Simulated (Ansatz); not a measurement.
Input file:

```yaml
crystal:
  periodic: [false, false, false]
  atoms:
    - {symbol: B, position_ang: [0.000000, 0.000000, 1.165459]}
    - {symbol: O, position_ang: [0.000000, 0.000000, -0.106612]}
    - {symbol: H, position_ang: [0.000000, 0.000000, -1.058847]}
basis:
  gaussian: {orbitals: STO-3G}
magnetization: {spin_polarized: false}
hamiltonian: {xc: {name: PBE0}}
correlation: {method: ccsdtq, electrons: all}
```

```sh
$ ansatz run in.yaml --threads 1 --pin off --events-out ev --progress --plain --max-ram 2393MiB
```

Roughly how long does this take on 1 thread of AMD EPYC 7B13, shared host, and how much host memory?

3.7 s wall and 0.22 GiB.

```
167 factors; integrals over basis functions are off by at most 4.2e-8 eV
mean field evaluation 1: about -2696.6479 eV, gradient 6.7e0 eV
mean field evaluation 2: about -2696.6313 eV, gradient 6.7e0 eV
mean field evaluation 4: about -2696.8253 eV, gradient 2.6e0 eV
mean field evaluation 8: about -2696.8432 eV, gradient 3.7e-3 eV
mean field -2696.84318316 eV, -99.1071589951 hartree, gradient 4.4e-7 eV, S^2 0.000000; 0 other end points of the search recorded, 0 dependent functions left out
reference -2685.78179537 eV, -98.7006604916 hartree; 7, 7 occupied and 4, 4 virtual orbitals, 167 factors
second order -2.48480156 eV of doubles, -0.17828354 eV of singles
cycle   1  -2.51362890 eV  change    1.3e-1 eV  update   1.1e-1
cycle   2  -2.88623251 eV  change   -3.7e-1 eV  update   6.6e-2
cycle   3  -3.02643015 eV  change   -1.4e-1 eV  update   2.4e-2
cycle   4  -3.06770761 eV  change   -4.1e-2 eV  update   9.8e-3
cycle   5  -3.06107556 eV  change    6.6e-3 eV  update   4.2e-3
cycle   6  -3.05954188 eV  change    1.5e-3 eV  update   9.0e-4
cycle   7  -3.06106637 eV  change   -1.5e-3 eV  update   4.5e-4
cycle   8  -3.06072102 eV  change    3.5e-4 eV  update   2.4e-4
cycle   9  -3.06060863 eV  change    1.1e-4 eV  update   6.3e-5
cycle  10  -3.06075217 eV  change   -1.4e-4 eV  update   4.0e-5
cycle  11  -3.06070207 eV  change    5.0e-5 eV  update   1.3e-5
cycle  12  -3.06069732 eV  change    4.8e-6 eV  update   2.5e-6
cycle  13  -3.06069510 eV  change    2.2e-6 eV  update   9.9e-7
cycle  14  -3.06069560 eV  change   -5.1e-7 eV  update   3.0e-7
Total energy: -2688.84249098 eV, -98.8131389805 hartree
```
